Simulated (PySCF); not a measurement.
## Electron affinity of B by level of theory

B⁻ [He] 2s2 2p2 (3P) → B [He] 2s2 2p1 (2P), as a difference of total energies. All numbers are calculated (PySCF 2.14, scalar relativity by spin-free X2C-1e, in dyall-acv3z). Correlated levels: valence and next inner shell: nothing frozen; virtual orbitals above 40 to 60 times the deepest correlated orbital energy dropped. The calculations carry no spin-orbit coupling.

```
                                method  electron affinity (eV)  error (eV)
                                   UHF                  -0.306      -0.586
    MP2 (valence and next inner shell)                   0.206      -0.074
SCS-MP2 (valence and next inner shell)                   0.055      -0.225
   CCSD (valence and next inner shell)                   0.171      -0.109
CCSD(T) (valence and next inner shell)                   0.236      -0.044
```

Reference: 0.280 eV (measured; photodetachment measurements, as compiled on the Wikipedia data page of electron affinities).

Errors of the correlated levels include the incompleteness of this basis.

A negative affinity means that the anion lies above the atom at that level of theory.
